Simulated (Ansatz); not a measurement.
The same path of C2H3NO2 (8 atoms, charge 0, multiplicity 1) was run twice with different band settings. Lost on the way: C4–H8. Made: N5–H8.

The calculation used Ansatz 0.2.0, RKS PBE/def2-SVP.

Relaxed end points:

```xyz
8
Properties=species:S:1:pos:R:3
O -0.792 1.313 0.170
C -0.023 0.190 0.018
O 1.325 0.530 -0.039
C -0.528 -1.096 0.414
N -0.500 -0.934 -0.863
H -0.351 2.016 -0.348
H 1.787 -0.179 -0.524
H -0.826 -1.897 1.117
```

```xyz
8
Properties=species:S:1:pos:R:3
O -0.525 1.085 -0.635
C 0.089 0.098 0.122
O 1.469 0.096 0.038
C -0.574 -0.501 1.381
N -0.598 -1.128 0.224
H -0.509 1.902 -0.098
H 1.687 0.385 -0.871
H -0.947 -1.994 -0.217
```

Common settings: movable images 5; climbing image yes; spring 5.0 eV/Å²; optimiser quadratic models (default); start path through a guess of the saddle point; iteration limit 60; end points relaxed.

| run | force threshold |
| --- | --- |
| 1 | 0.05 eV/Å |
| 2 | 0.2 eV/Å |

What does each run give, and how far can it be trusted?

Run 1: converged after 43 iterations, highest image 2.824 eV above the first end. The profile has 2 maxima (images 1, 4) with wells between them (image 2): this band takes more than one step, which may be the mechanism or a detour left from its start path. Neighbouring images differ by up to 1.8 eV, so the band resolves the path poorly. A vibrational analysis at the climbing image gives one clearly imaginary mode, 1284i cm⁻¹: a first-order saddle point.
Run 2: converged after 21 iterations, highest image 3.010 eV above the first end. The threshold of 0.2 eV/Å is loose, so the images may lie well off the minimum-energy path. The profile has 2 maxima (images 1, 4) with wells between them (image 2): this band takes more than one step, which may be the mechanism or a detour left from its start path. Neighbouring images differ by up to 2.8 eV, so the band resolves the path poorly. The order of the stationary point at the top wasn't checked.
The orbitals stay closed-shell, which can raise the energy where a bond breaks towards radicals; this wasn't checked here.
